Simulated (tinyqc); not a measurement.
RHF in the sto-6g basis, for OH-, spin multiplicity 1, step by step. The basis has no diffuse functions, so it cannot describe the extra electron: this is an exercise in the method, not the real anion. One step of it, computed by the program tinyqc.

Task: Iteration 1: diagonalisation and new density. Diagonalise F' = X^T F X, C = X C', fill 5 alpha and 5 beta electrons from the bottom; D = 2 C_occ C_occ^T; the new density keeps 0.2 of the old one (damping). Each column has its largest component positive (the first on a tie).

Fock matrix F (hartree), lower triangle:
```
             1O 1s      1O 2s     1O 2px    1O 2py     1O 2pz     2H 1s
1O 1s   -20.195170
1O 2s    -4.856560  -1.916694
1O 2px   -0.040303  -0.009772  -0.035592
1O 2py    0.109318   0.026504  -0.087017  0.168349
1O 2pz    0.142125   0.082821  -0.104039  0.282191   0.263014
2H 1s    -0.617592  -0.438925  -0.011191  0.030355  -0.121081  0.147831
```

X:
```
                1          2          3         4          5         6
1O 1s    0.339300   0.734581   0.000000  0.000000  -0.579981  0.260813
1O 2s   -0.790584  -0.453016   0.000000  0.000000  -0.368369  0.475694
1O 2px   0.000000   0.000000   0.992539  0.121925   0.000000  0.000000
1O 2py   0.000000   0.000000  -0.121925  0.992539   0.000000  0.000000
1O 2pz  -0.566246   0.585360   0.000000  0.000000   0.583237  0.320196
2H 1s    0.889510  -0.310207   0.000000  0.000000   0.265108  0.527135
```

D at the start, lower triangle:
```
            1O 1s      1O 2s     1O 2px     1O 2py     1O 2pz     2H 1s
1O 1s    2.069693
1O 2s   -0.577328   2.331513
1O 2px   0.069603   0.072665   1.900268
1O 2py  -0.188790  -0.197094   0.270510   1.266278
1O 2pz  -0.274413  -0.011311   0.344801  -0.935227   1.019872
2H 1s    0.181900  -0.749713  -0.095386   0.258723  -0.393937  2.379992
```

overlap S, lower triangle:
```
           1O 1s     1O 2s    1O 2px    1O 2py    1O 2pz     2H 1s
1O 1s   1.000000
1O 2s   0.231145  1.000000
1O 2px  0.000000  0.000000  1.000000
1O 2py  0.000000  0.000000  0.000000  1.000000
1O 2pz  0.000000  0.000000  0.000000  0.000000  1.000000
2H 1s   0.029956  0.320713  0.000000  0.000000  0.292857  1.000000
```

Give: F' = X^T F X; orbital energies; coefficients C; D after iteration 1.

Result:

F' = X^T F X (hartree), lower triangle:
```
         1        2        3       4        5        6
1  -0.3301
2  -2.6826  -7.6738
3   0.0569  -0.1093  -0.0115
4  -0.1105   0.2123  -0.1091  0.1443
5   2.2522   8.1471  -0.0485  0.0943  -8.9222
6  -1.1309  -4.5330  -0.0719  0.1397   5.4039  -3.3264
```

orbital energies (hartree): MO1 -20.1987, MO2 -0.7959, MO3 -0.0964, MO4 -0.0677, MO5 0.2970, MO6 0.7420

coefficients C:
```
            MO1      MO2      MO3     MO4      MO5      MO6
1O 1s    0.9975  -0.2450   0.0058  0.0000   0.0493  -0.0403
1O 2s    0.0105   1.0097  -0.0538  0.0000  -0.2870   0.2954
1O 2px   0.0019  -0.0053   0.2308  0.9383  -0.2121  -0.1462
1O 2py  -0.0053   0.0143  -0.6260  0.3459   0.5754   0.3964
1O 2pz  -0.0067  -0.0555   0.6340  0.0000   0.1202   0.8285
2H 1s   -0.0006   0.0485   0.2540  0.0000   0.7863  -0.7420
```

D after iteration 1, lower triangle:
```
          1O 1s    1O 2s   1O 2px   1O 2py  1O 2pz   2H 1s
1O 1s    2.1060
1O 2s   -0.5177   2.2343
1O 2px   0.0045   0.0836   1.9459
1O 2py  -0.0122  -0.2268   0.1468   1.6018
1O 2pz  -0.0285  -0.2019   0.2627  -0.7126  0.8752
2H 1s    0.0808  -0.4546  -0.1926   0.5224  0.3258  1.5722
```
